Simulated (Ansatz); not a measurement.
A made-up structure of Si2HS, doublet:

```tsv
atom	x (Å)	y (Å)	z (Å)
Si1	1.1043	0.1490	-0.6772
Si2	-0.5780	-0.2772	0.5234
S3	-2.4183	0.9729	0.3771
H4	1.9348	-0.8987	-0.1987
```

It is relaxed with PBE-D4/def2-SVP and then PBE0-D4/def2-TZVP (Ansatz 0.2.0). Atoms count as bonded within 1.22 times the sum of their covalent radii (H–H: 0.88 Å). The end point is not checked to be a true minimum.

Does its bonding change? (A judgement: the text doesn't fix the answer.)

By the calculation: No: no bond forms or breaks.

Where it ends: The first stage lowers the energy by 1.23 eV in 14 steps. It ends as Si₂HS ([SiH][Si][S]):
Si1  (1.556, 0.161, -0.912)
Si2  (-0.496, 0.355, -0.055)
S3  (-2.221, 0.347, 0.812)
H4  (1.204, -0.916, 0.180)
(Å)

Labels in which every atom is bracketed show which atoms are joined, not bond orders.

For scale, one of the runs: PBE0-D4/def2-TZVP relaxation, 117 basis functions, launched by `ansatz run in.yaml --threads 2 --pin off --events-out ev --progress --plain --max-ram 4352MiB`. The run took about 29 s on 2 CPU threads of an Arm Neoverse V1 (shared host).
